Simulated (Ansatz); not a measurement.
Input for Ansatz (development build ahead of 0.2.0):

```yaml
crystal:
  periodic: [false, false, false]
  atoms:
    - { symbol: O, position_ang: [0.0, 0.0, 0.0] }
    - { symbol: H, position_ang: [0.99868, 0.0, 0.57659] }
    - { symbol: H, position_ang: [-0.80071, 0.0, 0.46229] }
basis:
  gaussian: { orbitals: "6-31G" }
magnetization:
  initial_magnetization: 2
hamiltonian:
  xc: hf
correlation:
  method: fci
  frozen_orbitals: { H: 0, O: 1 }
```

The input is written out in the form of the current development build from the run's settings.

The run gave:

- Converged: yes
- Total energy: -75.87425 hartree
- State: lowest triplet root, of any spatial symmetry
